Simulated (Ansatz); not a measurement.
hcp Be

Computed with r²SCAN (Ansatz, an electronic-structure program, PAW).

Numerical settings: plane-wave cutoff 500 eV, 5×5×5 k mesh, Fermi–Dirac smearing 0.1 eV, cell of 36 sites, scalar-relativistic PAW data made under PBE.

Cell: relaxed at this level.

For hcp Be, the vacancy formation energy is 1.06 eV and the vacancy formation energy before relaxation is 1.08 eV.

Note: energies are extrapolated to zero smearing, and mesh and cell size move such values by some hundredths of an eV or more.

Computed values are for the static lattice.
